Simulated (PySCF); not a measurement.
**Aluminium: a sound run and one with changed settings**

Sound run: Al [Ne] 3s2 3p1, Al⁺ [Ne] 3s2. Calculation: PySCF 2.14, in cc-pVDZ-DK (4s3p1d, 18 functions); scalar relativity by spin-free X2C-1e. The sound run starts from symmetry-adapted Hartree-Fock orbitals and uses a fine grid where one is needed.

Changed run: radial step 1.2 in ln r (0.13 in the sound run). This setting is unsound on purpose.

```json
{"species": "Al", "method": "UHF", "sound run (hartree)": "-242.30843", "changed run (hartree)": "-242.30843", "converged": "yes"}
{"species": "Al", "method": "M06-2X", "sound run (hartree)": "-242.78292", "changed run (hartree)": "-242.68656", "converged": "yes"}
{"species": "Al", "method": "PBE0", "sound run (hartree)": "-242.68554", "changed run (hartree)": "-242.42764", "converged": "yes"}
{"species": "Al⁺", "method": "UHF", "sound run (hartree)": "-242.10361", "changed run (hartree)": "-242.10361", "converged": "yes"}
{"species": "Al⁺", "method": "M06-2X", "sound run (hartree)": "-242.57207", "changed run (hartree)": "-242.44800", "converged": "yes"}
{"species": "Al⁺", "method": "PBE0", "sound run (hartree)": "-242.46194", "changed run (hartree)": "-242.15429", "converged": "yes"}
```

Ionisation energy of Al:

```json
{"method": "UHF", "sound run (eV)": "5.574", "changed run (eV)": "5.574"}
{"method": "M06-2X", "sound run (eV)": "5.737", "changed run (eV)": "6.492"}
{"method": "PBE0", "sound run (eV)": "6.085", "changed run (eV)": "7.438"}
```

A coarse radial grid mis-integrates the density and the exchange-correlation energy, with errors of either sign; Hartree-Fock needs no grid.

For comparison, NIST gives 5.986 eV between the lowest levels.
